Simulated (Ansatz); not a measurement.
# U-revPBE/STO-3G run of BH2F− (SMILES [BH2-]F)

What is the energy change on altering one bond length of BH2F− at U-revPBE/STO-3G? 

Program for the calculation: Ansatz 0.2.0.

1 further run of the same task is left out (it didn't finish).

### 1 Starting point

BH2F− has 4 atoms, charge -1, and is taken as a doublet. SMILES: `[BH2-]F`. Geometry: relaxed at GFN2-xTB.

Bond lengths: B1–F2 1.499 Å, B1–H3 1.242 Å, B1–H4 1.242 Å. Angles: F2–B1–H3 108.4°, F2–B1–H4 108.4°, H3–B1–H4 113.0°.

### 2 A single-point energy at U-revPBE/STO-3G

File molecule.yaml:

```yaml
crystal:
  periodic: [false, false, false]
  atoms:
    - {symbol: B, position_ang: [-0.086340, 0.304430, 0.102380]}
    - {symbol: F, position_ang: [1.031910, -0.468820, 0.732960]}
    - {symbol: H, position_ang: [-1.140340, -0.333670, 0.256190]}
    - {symbol: H, position_ang: [0.194760, 0.498060, -1.091520]}
basis:
  gaussian: {orbitals: STO-3G}
total_charge: -1
hamiltonian: {xc: {name: revPBE}}
accuracy: high
magnetization: {spin_polarized: true, initial_magnetization: 1}
```

The run is started by

```
$ ansatz run molecule.yaml --threads 1 --pin off --max-ram 2610MiB --events-out events.jsonl --progress --plain --runs-dir runs
```

Log:

```text
Warning: RAYON_NUM_THREADS=1 ignored (pool sized by the plan → 1); use --threads N
Functional definition: revPBE
  name "revPBE"
  parameter kappa = 1.245
  parameter beta = 0.06672455060314922
  exchange = pbe_x(kappa = kappa, mu = beta*pi^2/3)
  correlation = pbe_c(beta = beta)
188 factors; integrals over basis functions are off by at most 3.7e-8 eV
mean field evaluation 1: about -3351.2107 eV, gradient 5.4e1 eV
mean field evaluation 2: about -3360.5097 eV, gradient 2.8e1 eV
mean field evaluation 4: about -3371.6019 eV, gradient 1.9e0 eV
mean field evaluation 8: about -3371.5825 eV, gradient 3.7e-2 eV
mean field evaluation 16: about -3371.5825 eV, gradient 5.3e-8 eV
mean field -3371.58254405 eV, -123.9033731533 hartree, gradient 5.4e-8 eV, S^2 0.751266; 0 other end points of the search recorded, 0 dependent functions left out
reference -3371.58254576 eV, -123.9033732158 hartree; 9, 8 occupied and 3, 4 virtual orbitals, 188 factors
Total energy: -3371.58254576 eV, -123.9033732158 hartree
```

It took 0.81 s on 1 thread of AMD EPYC 7R43 (Zen 3), shared host; peak memory 0.12 GiB.

### 3 The distorted shape

File molecule.yaml:

```yaml
crystal:
  periodic: [false, false, false]
  atoms:
    - {symbol: B, position_ang: [-0.156622, 0.256018, 0.400884]}
    - {symbol: F, position_ang: [0.961628, -0.517232, 1.031464]}
    - {symbol: H, position_ang: [-1.210622, -0.382082, 0.554694]}
    - {symbol: H, position_ang: [0.194760, 0.498060, -1.091520]}
basis:
  gaussian: {orbitals: STO-3G}
total_charge: -1
magnetization: {spin_polarized: true, initial_magnetization: 1}
hamiltonian: {xc: {name: revPBE}}
accuracy: high
```

The run is started by

```
$ ansatz run molecule.yaml --threads 1 --pin off --max-ram 2610MiB --events-out events.jsonl --progress --plain --runs-dir runs
```

Log:

```text
Warning: RAYON_NUM_THREADS=1 ignored (pool sized by the plan → 1); use --threads N
Functional definition: revPBE
  name "revPBE"
  parameter kappa = 1.245
  parameter beta = 0.06672455060314922
  exchange = pbe_x(kappa = kappa, mu = beta*pi^2/3)
  correlation = pbe_c(beta = beta)
187 factors; integrals over basis functions are off by at most 4.0e-8 eV
mean field evaluation 1: about -3335.6518 eV, gradient 8.0e1 eV
mean field evaluation 2: about -3353.4686 eV, gradient 3.0e1 eV
mean field evaluation 4: about -3369.8205 eV, gradient 1.2e1 eV
mean field evaluation 8: about -3370.8533 eV, gradient 1.6e-1 eV
mean field evaluation 16: about -3370.8535 eV, gradient 1.3e-6 eV
mean field -3370.85354502 eV, -123.8765829329 hartree, gradient 3.2e-8 eV, S^2 0.751360; 0 other end points of the search recorded, 0 dependent functions left out
reference -3370.85354677 eV, -123.8765829971 hartree; 9, 8 occupied and 3, 4 virtual orbitals, 187 factors
Total energy: -3370.85354677 eV, -123.8765829971 hartree
```

Run time: 0.93 s. Hardware: 1 thread of AMD EPYC 7R43 (Zen 3), shared host; peak memory 0.12 GiB.

### 4 Summary of results

Level: U-revPBE/STO-3G.

| quantity | value |
| --- | --- |
| first shape: total energy | -123.90337 Eh |
| first shape: ⟨S²⟩ | 0.751 |
| distorted shape: total energy | -123.87658 Eh |
| distorted shape: ⟨S²⟩ | 0.751 |
| energy change with the B1–H4 bond stretched from 1.242 to 1.552 Å | 0.729 eV |

In words: With the B1–H4 bond stretched from 1.242 to 1.552 Å the energy rises by 0.73 eV (16.8 kcal/mol). The first shape isn't relaxed at this level, so the change isn't measured from a minimum. The minimal basis adds a large error of its own.
